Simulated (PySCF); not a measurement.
**singlet [HO2]−: levels of theory compared**

Aim: a comparison of 6 runs (B3LYP/def2-TZVPPD, M06-L/def2-TZVPPD, SVWN5/def2-TZVPPD, r2SCAN/def2-TZVPPD, wB97X/def2-TZVPPD, SCS-MP2/def2-TZVPPD) of singlet [HO2]−. Input form: a Python script.

The calculation is run with PySCF 2.14.0.

5 further runs of the same task are left out: 5 set aside as unsound or not needed.

## 1. The structure to begin with

The species is [HO2]− (3 atoms), meant as a singlet with charge -1. SMILES of the parent species: `[O]O`. The coordinates come from a GFN2-xTB relaxation. That shape belongs to the parent species and isn't relaxed for this state.

Bond lengths: O1–O2 1.302 Å, O2–H3 0.983 Å. Angles: O1–O2–H3 108.4°.

## 2. The energy at B3LYP/def2-TZVPPD (run 1)

Input file mol.xyz:

```xyz
3

O     -0.366460     0.947510    -0.094170
O     -0.239810    -0.346560    -0.168450
H      0.606270    -0.600950     0.262620
```

Input file input.py:

```python
from pyscf import gto, dft

molecule = gto.M(
    atom='mol.xyz',
    spin=0,
    charge=-1,
    max_memory=1860,
    basis='def2-tzvppd',
    verbose=4,
)

ks = dft.RKS(molecule, xc='b3lyp')
ks.grids.level = 5
ks.conv_tol = 1e-10
ks.kernel()
if not ks.converged:
    ks = ks.newton().run(ks.mo_coeff, ks.mo_occ)

e_final = ks.e_tot
print('E = %.10f Eh' % e_final)
```

The run is started by

```sh
$ OMP_NUM_THREADS=1 python input.py
```

Standard output:

```text
PySCF version 2.14.0

[... 75 lines left out ...]
converged SCF energy = -150.994272354069
E = -150.9942723541 Eh
```

It took 11 s on 1 thread of Intel Xeon at 2.70GHz, shared host; peak memory 0.46 GiB.

## 3. A single-point energy at M06-L/def2-TZVPPD (run 2)

Input file run.py:

```python
from pyscf import gto, dft

mol = gto.M(
    atom='''
O     -0.692509     1.790534    -0.177956
O     -0.453175    -0.654903    -0.318324
H      1.145684    -1.135631     0.496280
''',
    unit='bohr',
    verbose=3,
    charge=-1,
    basis='def2-tzvppd',
    max_memory=1860,
    spin=0,
)

mf = dft.RKS(mol, xc='m06-l')
mf.conv_tol = 1e-10
mf.grids.level = 5
mf.kernel()
if not mf.converged:
    mf = mf.newton().run(mf.mo_coeff, mf.mo_occ)

e_tot = mf.e_tot
print('Final energy', e_tot)
```

The run is started by

```sh
$ OMP_NUM_THREADS=1 python run.py
```

Standard output:

```text
converged SCF energy = -150.952745602749
Final energy -150.95274560274856
```

It took 17 s on 1 thread of Intel Xeon at 2.70GHz, shared host; peak memory 0.53 GiB.

Runs 3 to 4 aren't shown in full; the table further down has their settings and results.

## 4. The energy at wB97X/def2-TZVPPD (run 5)

Input file input.py:

```python
from pyscf import gto, dft

molecule = gto.M(
    atom='O -0.366460 0.947510 -0.094170; O -0.239810 -0.346560 -0.168450; H 0.606270 -0.600950 0.262620',
    max_memory=1860,
    basis='def2-tzvppd',
    charge=-1,
    verbose=4,
)

calc0 = dft.RKS(molecule)
calc0.xc = 'wb97x'
calc0.conv_tol = 1e-10
calc0.grids.level = 5
calc0.kernel()
if not calc0.converged:
    calc0 = calc0.newton().run(calc0.mo_coeff, calc0.mo_occ)

energy = calc0.e_tot
print('Final energy', energy)
```

The run is started by

```sh
$ OMP_NUM_THREADS=1 python input.py
```

Standard output:

```text
PySCF version 2.14.0

[... 76 lines left out ...]
converged SCF energy = -150.949331264328
Final energy -150.94933126432755
```

Wall time 19 s (1 thread of Intel Xeon at 2.70GHz, shared host); peak memory 0.46 GiB.

## 5. The energy at SCS-MP2/def2-TZVPPD (run 6)

Input file job.py:

```python
from pyscf import gto, scf, mp

system = gto.Mole()
system.atom = '''
O     -0.692509     1.790534    -0.177956
O     -0.453175    -0.654903    -0.318324
H      1.145684    -1.135631     0.496280
'''
system.basis = 'def2-tzvppd'
system.unit = 'bohr'
system.max_memory = 1860
system.verbose = 3
system.charge = -1
system.build()

mf = scf.RHF(system)
mf.conv_tol = 1e-10
mf.kernel()
if not mf.converged:
    mf = mf.newton().run(mf.mo_coeff, mf.mo_occ)

pt = mp.MP2(mf, frozen=2).run()
energy = mf.e_tot + 1.2 * pt.e_corr_os + pt.e_corr_ss / 3
print(f'total energy: {energy:.8f} hartree')
```

The run is started by

```sh
$ OMP_NUM_THREADS=1 python job.py
```

Standard output:

```text
converged SCF energy = -150.209337389225
E(RMP2) = -150.71178254702  E_corr = -0.502445157794914
E(SCS-RMP2) = -150.699751073468  E_corr = -0.490413684242848
total energy: -150.69975107 hartree
```

Run time: 3.3 s. Hardware: 1 thread of Intel Xeon at 2.70GHz, shared host; peak memory 0.23 GiB.

## 6. Overview of the runs

| run | level | integration grid | frozen core orbitals | energy (Eh) | HOMO energy (eV) | LUMO energy (eV) | HOMO–LUMO gap (eV) | wall time |
| --- | --- | --- | --- | --- | --- | --- | --- | --- |
| 1 | B3LYP/def2-TZVPPD | 5 | – | -150.994272 | 2.33 | 4.57 | 2.23 | 11 s |
| 2 | M06-L/def2-TZVPPD | 5 | – | -150.952746 | 3.73 | 5.05 | 1.32 | 17 s |
| 3 | SVWN5/def2-TZVPPD | 5 | – | -149.929159 | 3.40 | 4.17 | 0.77 | 5.4 s |
| 4 | r2SCAN/def2-TZVPPD | 5 | – | -150.911957 | 3.47 | 4.77 | 1.29 | 18 s |
| 5 | wB97X/def2-TZVPPD | 5 | – | -150.949331 | -0.28 | 6.37 | 6.66 | 19 s |
| 6 | SCS-MP2/def2-TZVPPD | – | 2 | -150.699751 | -1.75 | 6.24 | 7.99 | 3.3 s |

## 7. What came out

| quantity | value |
| --- | --- |
| run 6: total energy | -150.69975 Eh |
| run 6: HOMO energy (Hartree–Fock orbitals) | -1.75 eV |
| run 6: LUMO energy (Hartree–Fock orbitals) | 6.24 eV |
| run 6: HOMO–LUMO gap (to an unbound level, set by the basis) | 7.99 eV |
| run 6: correlation energy (2 core orbitals frozen) | -490.4 mEh |

**Reading.** Over runs 1, 2, 3, 4, 5 the HOMO–LUMO gap runs from 0.77 eV (SVWN5/def2-TZVPPD) to 6.66 eV (wB97X/def2-TZVPPD). The empty levels of an anion lie above zero and hang on the basis. Totals of different functionals can't be ranked against each other. In runs 1, 2, 3, 4 the HOMO lies above zero, so the outermost electron may be held by the basis alone. All runs together took 75 s, the longest 19 s.
